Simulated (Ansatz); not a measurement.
Basis-set extrapolation for AlH$_{3}$O$_{2}$ (`[OH][AlH][OH]`) (PBE0-D4/def2-TZVP geometry, frozen core, the Gaussian-basis code of Ansatz). Multiplicity 1, RHF reference.

```csv
,cc-pV(T+d)Z,cc-pV(Q+d)Z
HF,-393.580597,-393.597581
MP2 correlation,-0.569773,-0.615214
CCSD(T) correlation,-0.600009,-0.643056
```

Energies in hartree. Use E(X) = E(∞) + A·exp(−5.46·√X) for Hartree–Fock and E(X) = E(∞) + B·X^(−3.05) for correlation, with X = 3 and 4.

Question: What is the CCSD(T) energy at the basis-set limit?

Answer: HF limit: -393.597581 + (-0.016984) × 0.30130 = -393.60270. Correlation limit: -0.643056 + (-0.043047) × 0.71189 = -0.67370. Total: -394.27640 hartree, 251.5 kJ/mol below CCSD(T)/cc-pV(T+d)Z.
